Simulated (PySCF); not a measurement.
Compound: 2-chloro-1-propene, C3H5Cl.
Z-matrix (Å and degrees, PBE0-D3(BJ)/def2-SVP geometry), rows numbered from 1:
```
C 
C   1  1.3325
C   2  1.4898  1  126.79
Cl  2  1.7457  1  119.71  3   179.98
H   1  1.0906  2  121.80  3  -179.99
H   1  1.0921  2  119.62  3     0.01
H   3  1.1010  2  110.52  1   120.71
H   3  1.0987  2  110.67  1    -0.05
H   3  1.1010  2  110.53  1  -120.82
```

Computed at PBE0/pcSseg-1 (PySCF, non-relativistic), with Q(35Cl) = −0.0817 b: Cl4, 35Cl (I = 3/2): χzz = -72.40 MHz, η = 0.115.

Where would the pure quadrupole (NQR) lines of 35Cl at Cl4 fall for the rigid, isolated species?

From ν = (|χ|/2)√(1 + η²/3): ν = 36.28 MHz (vinyl chlorine). For 37Cl the ratio of quadrupole moments, 0.7881, gives 28.59 MHz.

Apply the simplest Townes–Dailey estimate (no s hybridisation, no π bonding), ionic character = 1 − χzz/χ0, where χ0 is the coupling for one missing p electron along the bond: −109.74 MHz for 35Cl.

Cl4 on C2: 1 − (-72.40)/(-109.74) = 0.34. In this model a purely covalent bond gives χ0 and a free halide ion gives zero; s hybridisation or π bonding, where present, is counted here as ionic character.

In a crystal, neighbours and librations shift these lines. The small basis limits the accuracy of the gradients.
